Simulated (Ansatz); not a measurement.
**fcc Ag**

All values below come from HSE06 in Ansatz (PAW).

Run with plane-wave cutoff 460 eV, 14×14×14 k mesh, Fermi–Dirac smearing 0.05 eV, no spin polarisation, scalar-relativistic PAW data made under PBE.

Cell (relaxed at this level):

Space group Fm-3m (No. 225); a = 4.140 Å, b = 4.140 Å, c = 4.140 Å, α = 90.00°, β = 90.00°, γ = 90.00°

| atom | site | symmetry | x | y | z |
|---|---|---|---|---|---|
| Ag | 4a | m-3m | 0.0000 | 0.0000 | 0.0000 |
(The calculation used a cell of 1 atom; values per cell refer to that cell.)

```json
{
  "bulk_modulus": "86.5 GPa"
}
```

Measured, for comparison: bulk modulus 110 GPa (corrected for temperature and zero-point phonon effects, our sources range from 104 to 111; as tabulated in Levämäki et al. (2014), arXiv:1402.3671). Computed (rounded) less measured: bulk modulus -21 % (-17 % to -22 % over the range).

Static lattice: no zero-point or thermal effects.

Ansatz is an electronic-structure program.
